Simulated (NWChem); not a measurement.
Program: NWChem. System: B (+1), charge 1, spin multiplicity 1. Level: BLYP/def2-TZVP.

Part of the output:

```
             Northwest Computational Chemistry Package (NWChem) 7.3.0
             --------------------------------------------------------

                                NWChem Input Module
                                -------------------

 Scaling coordinates for geometry "geometry" by  1.889725989
 (inverse scale =  0.529177249)

                             Geometry "geometry" -> ""
                             -------------------------

 Output coordinates in angstroms (scale by  1.889725989 to convert to a.u.)

  No.       Tag          Charge          X              Y              Z
 ---- ---------------- ---------- -------------- -------------- --------------
    1 B                    5.0000     0.00000000     0.00000000     0.00000000

 Effective nuclear repulsion energy (a.u.)       0.0000000000

            Nuclear Dipole moment (a.u.)
            ----------------------------
        X                 Y               Z
 ---------------- ---------------- ----------------
     0.0000000000     0.0000000000     0.0000000000

      Symmetry information
      --------------------

 Group name             D2h
 Group number             26
 Group order               8
 No. of unique centers     1

      Symmetry unique atoms

     1


 Summary of "ao basis" -> "" (spherical)
 ------------------------------------------------------------------------------
       Tag                 Description            Shells   Functions and Types
 ---------------- ------------------------------  ------  ---------------------
 *                         def2-tzvp                  on all atoms

                                 NWChem DFT Module
                                 -----------------

 Summary of "ao basis" -> "ao basis" (spherical)
 ------------------------------------------------------------------------------
       Tag                 Description            Shells   Functions and Types
 ---------------- ------------------------------  ------  ---------------------
 B                         def2-tzvp                11       31   5s3p2d1f

 Summary of "ao basis" -> "ao basis" (spherical)
 ------------------------------------------------------------------------------
       Tag                 Description            Shells   Functions and Types
 ---------------- ------------------------------  ------  ---------------------
 B                         def2-tzvp                11       31   5s3p2d1f

      Symmetry analysis of basis
      --------------------------

        ag          9
        au          1
        b1g         2
        b1u         5
        b2g         2
        b2u         5
        b3g         2
        b3u         5

            General Information
            -------------------
          SCF calculation type: DFT
          Wavefunction type:  closed shell.
          No. of atoms     :     1
          No. of electrons :     4
           Alpha electrons :     2
            Beta electrons :     2
          Charge           :     1
          Spin multiplicity:     1
          Use of symmetry is: on ; symmetry adaption is: on
          Maximum number of iterations: 100
          AO basis - number of functions:    31
                     number of shells:    11
          Convergence on energy requested:  1.00D-06
          Convergence on density requested:  1.00D-05
          Convergence on gradient requested:  5.00D-04

              XC Information
              --------------
                    Becke 1988 Exchange Functional  1.000
              Lee-Yang-Parr Correlation Functional  1.000

             Grid Information
             ----------------
          Grid used for XC integration:  medium
          Radial quadrature: Mura-Knowles
          Angular quadrature: Lebedev.
          Tag              B.-S. Rad. Rad. Pts. Rad. Cut. Ang. Pts.
          ---              ---------- --------- --------- ---------
          B                   0.85       49           6.0       434
          Grid pruning is: on
          Number of quadrature shells:    49
          Spatial weights used:  Erf1

          Convergence Information
          -----------------------
          Convergence aids based upon iterative change in
          total energy or number of iterations.
          Levelshifting, if invoked, occurs when the
          HOMO/LUMO gap drops below (HL_TOL):  1.00D-02
          DIIS, if invoked, will attempt to extrapolate
          using up to (NFOCK): 10 stored Fock matrices.

                    Damping( 0%)  Levelshifting(0.5)       DIIS
                  --------------- ------------------- ---------------
          dE  on:    start            ASAP                start
          dE off:    2 iters        100 iters           100 iters

      Screening Tolerance Information
      -------------------------------
          Density screening/tol_rho:  1.00D-10
          AO Gaussian exp screening on grid/accAOfunc:  14
          CD Gaussian exp screening on grid/accCDfunc:  20
          XC Gaussian exp screening on grid/accXCfunc:  20
          Schwarz screening/accCoul:  1.00D-08

      Superposition of Atomic Density Guess
      -------------------------------------

 Sum of atomic energies:         -24.53471284

 Renormalizing density from       5.00 to      4

      Non-variational initial energy
      ------------------------------

 Total energy =     -20.770133
 1-e energy   =     -25.902727
 2-e energy   =       5.132594
 HOMO         =      -0.934887
 LUMO         =      -0.449380

      Symmetry analysis of molecular orbitals - initial
      -------------------------------------------------

 !! scf_movecs_sym_adapt:   26 vectors were symmetry contaminated

  Symmetry fudging

 !! scf_movecs_sym_adapt:   26 vectors were symmetry contaminated

  Numbering of irreducible representations:

     1 ag          2 au          3 b1g         4 b1u         5 b2g
     6 b2u         7 b3g         8 b3u

  Orbital symmetries:

     1 ag          2 ag          3 b3u         4 b2u         5 b1u
     6 ag          7 b2u         8 b3u         9 b1u        10 b3g
    11 ag         12 b2g

------------------------------------------------------------
EAF file 0: "./mol.aoints.0" size=524288 bytes
------------------------------------------------------------
               write      read    awrite     aread      wait
               -----      ----    ------     -----      ----
     calls:        1         0         0         0         0
   data(b): 5.24e+05  0.00e+00  0.00e+00  0.00e+00
   time(s): 0.00e+00  0.00e+00  0.00e+00  0.00e+00  0.00e+00
rate(mb/s): 0.00e+00  0.00e+00
------------------------------------------------------------

 !! scf_movecs_sym_adapt:   26 vectors were symmetry contaminated

  Symmetry fudging

 !! scf_movecs_sym_adapt:   26 vectors were symmetry contaminated

   convergence    iter        energy       DeltaE   RMS-Dens  Diis-err    time
 ---------------- ----- ----------------- --------- --------- ---------  ------
 d= 0,ls=0.0,diis     1    -24.3274857748 -2.43D+01  1.17D-02  3.16D-01     0.2

 !! scf_movecs_sym_adapt:   26 vectors were symmetry contaminated

  Symmetry fudging

 !! scf_movecs_sym_adapt:   26 vectors were symmetry contaminated

 d= 0,ls=0.0,diis     2    -24.3344170728 -6.93D-03  1.52D-03  7.07D-03     0.2

 !! scf_movecs_sym_adapt:   26 vectors were symmetry contaminated

  Symmetry fudging

 !! scf_movecs_sym_adapt:   26 vectors were symmetry contaminated

 d= 0,ls=0.0,diis     3    -24.3346190150 -2.02D-04  1.14D-04  4.70D-06     0.2

 !! scf_movecs_sym_adapt:   26 vectors were symmetry contaminated

  Symmetry fudging

 !! scf_movecs_sym_adapt:   26 vectors were symmetry contaminated

 d= 0,ls=0.0,diis     4    -24.3346197633 -7.48D-07  1.35D-05  7.50D-08     0.2

 !! scf_movecs_sym_adapt:   26 vectors were symmetry contaminated

  Symmetry fudging

 !! scf_movecs_sym_adapt:   26 vectors were symmetry contaminated

 d= 0,ls=0.0,diis     5    -24.3346197732 -9.83D-09  1.17D-07  2.70D-12     0.3

         Total DFT energy =      -24.334619773158
      One electron energy =      -30.377544552068
           Coulomb energy =        9.633764574480
    Exchange-Corr. energy =       -3.590839795571
 Nuclear repulsion energy =        0.000000000000

 Numeric. integr. density =        3.999999998118

     Total iterative time =      0.1s

                  Occupations of the irreducible representations
                  ----------------------------------------------

                     irrep           alpha         beta
                     --------     --------     --------
                     ag                2.0          2.0
                     au                0.0          0.0
                     b1g               0.0          0.0
                     b1u               0.0          0.0
                     b2g               0.0          0.0
                     b2u               0.0          0.0
                     b3g               0.0          0.0
                     b3u               0.0          0.0

                       DFT Final Molecular Orbital Analysis
                       ------------------------------------

 Vector    1  Occ=2.000000D+00  E=-7.128609D+00  Symmetry=ag
              MO Center=  2.5D-28,  1.1D-26,  4.9D-29, r^2= 4.1D-02
   Bfn.  Coefficient  Atom+Function         Bfn.  Coefficient  Atom+Function
  ----- ------------  ---------------      ----- ------------  ---------------
     2      0.581645  1 B  s                  1      0.495263  1 B  s
     3      0.034641  1 B  s

 Vector    2  Occ=2.000000D+00  E=-7.126159D-01  Symmetry=ag
              MO Center= -4.4D-18, -2.0D-15, -8.4D-17, r^2= 1.1D+00
   Bfn.  Coefficient  Atom+Function         Bfn.  Coefficient  Atom+Function
  ----- ------------  ---------------      ----- ------------  ---------------
     3      0.585682  1 B  s                  4      0.483393  1 B  s
     2     -0.257056  1 B  s                  1     -0.131620  1 B  s
     5      0.050860  1 B  s

 Vector    3  Occ=0.000000D+00  E=-4.904593D-01  Symmetry=b1u
              MO Center= -2.4D-32, -5.7D-32,  8.4D-17, r^2= 1.2D+00
   Bfn.  Coefficient  Atom+Function         Bfn.  Coefficient  Atom+Function
  ----- ------------  ---------------      ----- ------------  ---------------
     8      0.587304  1 B  pz                11      0.451923  1 B  pz
    14      0.107165  1 B  pz

 Vector    4  Occ=0.000000D+00  E=-4.904593D-01  Symmetry=b3u
              MO Center=  4.4D-18,  2.0D-33, -7.5D-34, r^2= 1.2D+00
   Bfn.  Coefficient  Atom+Function         Bfn.  Coefficient  Atom+Function
  ----- ------------  ---------------      ----- ------------  ---------------
     6      0.587304  1 B  px                 9      0.451923  1 B  px
    12      0.107165  1 B  px

 Vector    5  Occ=0.000000D+00  E=-4.904593D-01  Symmetry=b2u
              MO Center= -2.3D-31,  2.0D-15, -2.3D-31, r^2= 1.2D+00
   Bfn.  Coefficient  Atom+Function         Bfn.  Coefficient  Atom+Function
  ----- ------------  ---------------      ----- ------------  ---------------
     7      0.587304  1 B  py                10      0.451923  1 B  py
    13      0.107165  1 B  py

 Task  times  cpu:        0.2s     wall:        0.2s

 Total times  cpu:        0.3s     wall:        0.3s
```

Write an NWChem input that would produce this output.

Several could match; the one computed here: 
```
start mol
memory heap 200 mb stack 900 mb global 1100 mb
charge 1
geometry units angstroms nocenter noautoz
  B      0.000000     0.000000     0.000000
  symmetry group D2h
end
basis spherical
  * library def2-tzvp
end
dft
  xc becke88 lyp
  semidirect memsize 60000000 filesize 0
  iterations 100
end
task dft energy
```
